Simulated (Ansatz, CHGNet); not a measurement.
Elastic constant C11 (GPa) of solids drawn from the class of oxides, at two levels: the machine-learned potential CHGNet-r²SCAN (trained on r²SCAN data), and PBE (plane waves, PAW; Ansatz, a program for electronic structure).

```json
[
 {"solid": "rutile TiO₂", "CHGNet-r²SCAN": "234", "PBE": "257", "shift (%)": "+9.8"},
 {"solid": "corundum (α-Al2O3)", "CHGNet-r²SCAN": "411", "PBE": "448", "shift (%)": "+9.0"},
 {"solid": "cubic perovskite BaHfO₃", "CHGNet-r²SCAN": "286", "PBE": "309", "shift (%)": "+8.0"},
 {"solid": "cubic perovskite BaZrO₃", "CHGNet-r²SCAN": "264", "PBE": "291", "shift (%)": "+10.2"},
 {"solid": "rock-salt CaO", "CHGNet-r²SCAN": "201", "PBE": "201", "shift (%)": "0.0"},
 {"solid": "rock-salt SrO", "CHGNet-r²SCAN": "171", "PBE": "160", "shift (%)": "-6.4"},
 {"solid": "A-type hexagonal La₂O₃", "CHGNet-r²SCAN": "171", "PBE": "196", "shift (%)": "+14.6"},
 {"solid": "rock-salt MgO", "CHGNet-r²SCAN": "252", "PBE": "267", "shift (%)": "+6.0"},
 {"solid": "anatase TiO₂ (metastable phase)", "CHGNet-r²SCAN": "282", "PBE": "320", "shift (%)": "+13.5"},
 {"solid": "cubic perovskite KTaO₃", "CHGNet-r²SCAN": "350", "PBE": "414", "shift (%)": "+18.3"}
]
```

The shifts run from -6.4 % to +18.3 %, with a median of +9.4 %.

Over all 10 rows PBE is the larger in 8.

Ansatz's runs of these crystals have no spin polarisation.

Spin–orbit coupling is left out, also for the solids with elements from indium on (cubic perovskite BaHfO3, cubic perovskite BaZrO3, A-type hexagonal La2O3, cubic perovskite KTaO3); its size isn't shown.

Each level is taken at its own relaxed cell. Ansatz's density-functional and Hartree–Fock values are scalar-relativistic unless marked +SOC, with PAW data made under PBE.
